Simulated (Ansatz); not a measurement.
A run of Ansatz (development build ahead of 0.2.0) on doublet CN at this shape:

```xyz
2

C     0.0000    0.0000    0.0000
N     0.0000    0.0000    1.2892
```

Its results:

* Converged: yes
* Reference energy: -92.09341 hartree
* Correlation energy: -0.23164 hartree
* Total energy: -92.32505 hartree
* Spin squared of the determinant: 0.750
* Stability test: minimum among restricted orbitals
* Occupied orbitals by symmetry in an Abelian subgroup (alpha; beta): 5 A1 1 B1 1 B2; 5 A1 1 B2

Messages of the program:
```
mean field -2505.98933896 eV, -92.0934095863 hartree, gradient 2.4e-6 eV, S^2 0.750000; 10 other ends of a descent, 0 dependent functions left out
with unlike orbitals of the spins -2506.42045938 eV, -92.1092529694 hartree, S^2 1.6727
```

**Question.** Which input gives this output? Name the method, the orbitals and the basis set, and write the input.

**Answer.** ROHF-MP2 in def2-SVP.

```yaml
crystal:
  periodic: [false, false, false]
  atoms:
    - { symbol: C, position_ang: [0.0, 0.0, 0.0] }
    - { symbol: "N", position_ang: [0.0, 0.0, 1.2892] }
basis:
  gaussian: { orbitals: def2-SVP }
magnetization:
  initial_magnetization: 1
hamiltonian:
  xc: hf
correlation:
  method: mp2
  frozen_orbitals: { C: 1, "N": 1 }
```

Caution: a plain start can end on a higher determinant; another reference gives a lower total.
